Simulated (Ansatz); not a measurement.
Abridged output of a molecular run in Ansatz:

```
Functional definition: HF
1800 factors; integrals over basis functions are off by at most 9.7e-4 eV
mean field evaluation 1: about -18763.5417 eV, gradient 3.8e1 eV
mean field evaluation 2: about -18763.9613 eV, gradient 3.8e1 eV
mean field evaluation 4: about -18768.0051 eV, gradient 4.9e0 eV
mean field evaluation 8: about -18768.0865 eV, gradient 3.8e-1 eV
mean field evaluation 16: about -18768.0875 eV, gradient 1.2e-6 eV
mean field -18768.08752458 eV, -689.7144950615 hartree, gradient 1.2e-6 eV, S^2 0.000000; 0 other end points of the search recorded, 0 dependent functions left out; unrestricted orbitals would lower it
11 core orbitals not correlated: weight in the atoms' cores, before any rotation towards them, 1.000 or more for the frozen orbitals, at most 0.000 for the correlated occupied ones
reference -18768.08752458 eV, -689.7144950615 hartree; 18, 18 occupied and 269, 269 virtual orbitals, 1800 factors
second order -30.77404461 eV of doubles, -0.00000000 eV of singles
cycle   1  -30.66034091 eV  change    1.1e-1 eV  update   1.3e-1
cycle   2  -31.47800986 eV  change   -8.2e-1 eV  update   4.0e-2
cycle   3  -31.64439504 eV  change   -1.7e-1 eV  update   1.6e-2
cycle   4  -31.63754571 eV  change    6.8e-3 eV  update   4.5e-3
cycle   5  -31.63904304 eV  change   -1.5e-3 eV  update   1.9e-3
cycle   6  -31.63974842 eV  change   -7.1e-4 eV  update   4.7e-4
cycle   7  -31.63959201 eV  change    1.6e-4 eV  update   1.8e-4
cycle   8  -31.63957285 eV  change    1.9e-5 eV  update   4.7e-5
cycle   9  -31.63959462 eV  change   -2.2e-5 eV  update   2.2e-5
perturbative correction -1.68616783 eV, -0.0619655249 hartree
Total energy: -18801.41328703 eV, -690.9391942427 hartree
```

Its atoms:

```xyz
12

Cl   -1.1054    0.5606   -2.7851
C    -0.4783    0.2428   -1.2058
C    -0.1265   -1.0526   -0.8613
C     0.3754   -1.3000    0.4070
C     0.5234   -0.2655    1.3188
C     0.1663    1.0252    0.9581
C    -0.3370    1.2877   -0.3067
H    -0.2460   -1.8527   -1.5807
H     0.6521   -2.3115    0.6809
H     0.9161   -0.4648    2.3086
H     0.2788    1.8393    1.6647
H    -0.6188    2.2914   -0.5986
```

**Question.** Which basis set was used?
A. def2-TZVPP
B. def2-SVPD
C. cc-pV(Q+d)Z
D. def2-TZVPPD

**Answer.** A. It gives 298 functions.

**Question.** Write the keys of the input that set method, charge and spin (a neutral closed shell needs none for the last two).

**Answer.** 
```yaml
correlation: {method: ccsd_t}
```
